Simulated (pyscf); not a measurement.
Single points on ωB97X-D3(BJ)/def2-SVP structures (PySCF, gas phase). MP2 and CC: frozen core, UHF for open shells. ΔMP2 is the change of the MP2 total energy from the triple- to the quadruple-zeta basis.

Problem. Estimate by transition-state theory the rate constant of H₃Si–SH (SMILES [SiH3]S) + H• (SMILES [H]) → SH• (SMILES [SH]) + SiH₄ (SMILES [SiH4]) (doublet surface; S–Si broken, H–Si formed) at 1200 K, with CCSD(T)/def2-TZVPP + ΔMP2(QZVPP) energies (ideal gas, 1 atm, RRHO with modes under 100 cm⁻¹ raised to 100, one conformer, R ln 2 for rigid chiral ones; no tunnelling).

Solution. The electronic barrier is 8.9 kcal/mol and the thermal terms add +31.6, so ΔG‡ = 40.6 kcal/mol. With k_BT/h = 2.50e+13 s⁻¹ and RT = 2.385 kcal/mol, and a volume of 1.64e-19 cm³ per molecule at 1 atm, k = 1.7e-13 cm³ molecule⁻¹ s⁻¹. Wigner's tunnelling factor for 356i cm⁻¹ would be 1.01. A shift of 1 kcal/mol in the barrier changes k by a factor 1.5. One saddle was located; it need not be the lowest between these sides. The angle at the attacked Si is 62° (front-side attack). The CCSD(T) − MP2 part came from Ansatz, without density fitting, on the same reference.
